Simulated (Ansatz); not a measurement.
Process, species as SMILES: C#N (CH-N) → CHN+ (doublet, bonded as C#N) + e-
B3LYP-D3(BJ)/def2-TZVP geometries, fixed; electronic energies without zero-point terms.

Effect of a fitting basis named in the input at MP2/cc-pVTZ with Ansatz (a first-principles code), against the last row, where the adiabatic ionisation energy is 13.88 eV. Cores are frozen. Open shells are unrestricted. The default fits or decomposes integrals by the program's own choice; accuracy: high also tightens integrals, grids and stops.

```csv
setting,largest shift of a total energy (mEh),shift of the adiabatic ionisation energy (eV)
fitting: def2-universal-jkfit and def2-SVP-RIFIT,-1.717,0.018
fitting: def2-universal-jkfit and cc-pVDZ-RIFIT,-1.096,0.013
fitting: def2-universal-jkfit and cc-pVTZ-RIFIT,0.082,0.000
fitting: def2-universal-jkfit and aug-cc-pVTZ-RIFIT,0.069,0.000
fitting: def2-universal-jkfit and cc-pVQZ-RIFIT,0.074,0.000
fitting: def2-universal-jkfit and aug-cc-pVQZ-RIFIT,0.072,0.000
accuracy: high,-0.001,0.000
accuracy: medium (default),0.000,0.000
```

Within 0.01 eV in the adiabatic ionisation energy: fitting: def2-universal-jkfit and cc-pVTZ-RIFIT; fitting: def2-universal-jkfit and aug-cc-pVTZ-RIFIT; fitting: def2-universal-jkfit and cc-pVQZ-RIFIT; fitting: def2-universal-jkfit and aug-cc-pVQZ-RIFIT; accuracy: high. The largest shift is 1.717 mEh in a total energy and 0.018 eV in the difference.
